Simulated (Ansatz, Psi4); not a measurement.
System: tetrafluorosilane, SiF4 (charge 0, singlet). SMILES: F[Si](F)(F)F
Geometry from a B3LYP-D3(BJ)/def2-TZVP (Ansatz, a program for electronic structure) optimisation:
```xyz
5

Si     0.0000     0.0000     0.0000
F      0.9027     0.9354     0.8757
F     -0.8806    -0.8997     0.9336
F     -0.9289     0.8739    -0.9111
F      0.9068    -0.9096    -0.8983
```

Wanted: vertical triplet-singlet gap, E(triplet) - E(singlet), in eV. Set-up: open shells spin-unrestricted; 6-311+G** with 5d, 6d on Na to Ar in Ansatz; non-relativistic; no spin-orbit coupling; each state is the SCF solution reached for its charge and spin; valence correlation only; six Cartesian d functions in 6-31G* and its kin unless marked 5d; dispersion terms only where a functional's name holds one. First-principles rows: single points at B3LYP-D3(BJ) geometries (Ansatz). Levels can end on unlike triplets.

```
level               program  vertical triplet-singlet gap, E(triplet) - E(singlet) (eV)
------------------  -------  ----------------------------------------------------------
HF/6-31G*            Ansatz                                                       11.91
HF/6-311+G**         Ansatz                                                       11.30
PBE/6-31G*           Ansatz                                                        9.63
PBE/6-311+G**        Ansatz                                                        9.39
B3LYP/STO-3G         Ansatz                                                        9.98
B3LYP/3-21G          Ansatz                                                       10.06
B3LYP/6-31G*         Ansatz                                                       10.62
B3LYP/6-311+G**      Ansatz                                                       10.36
wB97X-D/6-31G*         Psi4                                                       11.40
MP2/6-31G*           Ansatz                                                       12.86
MP2/6-311+G**        Ansatz                                                       12.29
B3LYP/def2-TZVPD     Ansatz                                                       10.43
wB97X-V/def2-TZVPD   Ansatz                                                       11.38
```

No value to compare with is used here. The 11 habitual levels span 9.39 (PBE/6-311+G**) to 12.86 eV (MP2/6-31G*); B3LYP/def2-TZVPD gives 10.43.

The levels are drawn from those run, B3LYP/6-31G* more often than the rest, none by its result; runs whose electronic state is in doubt are left out.
